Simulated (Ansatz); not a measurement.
Reaction (SMILES): COC [methoxymethane] → COC as doublet, charge +1 + e-

Property: adiabatic ionisation energy (0 K, with zero-point energies), in eV. Terms: non-relativistic; no spin-orbit coupling; UHF or UKS for open shells; 6-31G* and kin with 6d, 5d where marked; LANL2DZ all-electron up to Ne; 6-311+G** with 5d; frozen cores in correlated levels. First-principles rows: single points at B3LYP-D3(BJ) geometries (Ansatz, a first-principles code), with unscaled harmonic terms from B3LYP/6-31G* (Ansatz) at its own minima. The spin state of an ion or metal species was assumed, not searched.

| level | program | adiabatic ionisation energy (0 K, with zero-point energies) (eV) |
|---|---|---|
| MP2/STO-3G | Ansatz | 6.62 |
| MP2/3-21G | Ansatz | 9.18 |
| MP2/LANL2DZ | Ansatz | 9.56 |
| MP2/6-31G* | Ansatz | 9.72 |
| MP2/6-311+G** | Ansatz | 10.03 |

No value to compare with is used here. The 5 habitual levels span 6.62 (MP2/STO-3G) to 10.03 eV (MP2/6-311+G**).

The sets are all those run for this method; left out are runs that failed, that the program found above a lower state of the same kind, or whose <S^2> lies over 0.5 above the pure value.
